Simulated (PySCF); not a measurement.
# Carbon: a sound run and one with changed settings

Sound run: C [He] 2s2 2p2, C⁺ [He] 2s2 2p1. All numbers are calculated (PySCF 2.14, scalar relativity by spin-free X2C-1e, in cc-pVDZ-DK (3s2p1d, 14 functions)). The sound run starts from symmetry-adapted Hartree-Fock orbitals and uses a fine grid where one is needed.

A second run was set up differently.

```tsv
species	method	sound run (hartree)	changed run (hartree)	converged
C	UHF	-37.70147	-37.70147	yes
C	B3LYP	-37.86734	-37.86739	yes
C	MN15	-37.82351	-37.82058	yes
C⁺	UHF	-37.30463	-37.30463	yes
C⁺	B3LYP	-37.44415	-37.44425	yes
C⁺	MN15	-37.40786	-37.40530	yes
```

Ionisation energy of C:

```tsv
method	sound run (eV)	changed run (eV)
UHF	10.799	10.799
B3LYP	11.516	11.514
MN15	11.310	11.300
```

(1) What was changed?
A. level shift left on
B. basis contracted for another Hamiltonian
C. radial grid too coarse
D. minimal basis

Results:

(1) C. It used radial step 0.3 in ln r (0.13 in the sound run). A coarse radial grid mis-integrates the density and the exchange-correlation energy, with errors of either sign; Hartree-Fock needs no grid.
